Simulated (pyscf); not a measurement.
Elementary routes open to HO–Si:–OH [singlet] + hydrogen (H₂) in the gas phase (singlet surface):
A. HO–SiH: [singlet] + water (H₂O) (O–Si, H–H broken; H–Si, H–O formed)
B. HO–SiH₂–OH (H–H broken; H–Si, H–Si formed)

Structures and frequencies: ωB97X-D3(BJ)/def2-SVP in PySCF.

Task: Rank the routes by free-energy barrier at 1200 K, lowest first, for ωB97M-D3(BJ)/def2-TZVP energies (ideal gas, 1 atm, RRHO with modes under 100 cm⁻¹ raised to 100, one conformer, R ln 2 for chiral ones without a mode under 150 cm⁻¹).

Result: A (77.2 kcal/mol), B (83.8 kcal/mol)

Route A is the fastest of these, ahead of the next by 6.6 kcal/mol. The most stable products are those of B (ΔG = +5.1 kcal/mol), whose barrier is 6.6 kcal/mol higher: the kinetic and the thermodynamic product differ. At 298 K A is still the fastest. A: On the product side the descent ends in a bound adduct, 11.1 kcal/mol under the separated species and 16.6 kcal/mol under the saddle at ωB97X-D3(BJ)/def2-TZVP. Only these routes are compared; each barrier is that of the saddle found, and lower ones may exist.
